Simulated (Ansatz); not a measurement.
A calculation with Ansatz (development build ahead of 0.2.0).

```yaml
crystal:
  periodic: [false, false, false]
  atoms:
    - { symbol: C, position_ang: [0.0285, -0.01869, -0.00083] }
    - { symbol: C, position_ang: [-0.02271, 0.012, 1.30101] }
    - { symbol: C, position_ang: [0.00409, 0.02087, -1.29301] }
    - { symbol: H, position_ang: [0.93003, -0.00662, 1.8776] }
    - { symbol: H, position_ang: [-0.95387, -0.00541, 1.88361] }
    - { symbol: H, position_ang: [0.01894, 0.93572, -1.85222] }
    - { symbol: H, position_ang: [-0.00497, -0.93788, -1.91616] }
basis:
  gaussian: { orbitals: cc-pVDZ }
hamiltonian:
  xc: hf
correlation:
  method: mp2
  frozen_orbitals: { C: 1, H: 0 }
```

The input is written out in the form of the current development build from the run's settings.

Results

```
Converged                       : yes
Reference energy                : -115.86848 hartree
Correlation energy              : -0.39217 hartree
Total energy                    : -116.26065 hartree
Spin squared of the determinant : 0.000
```
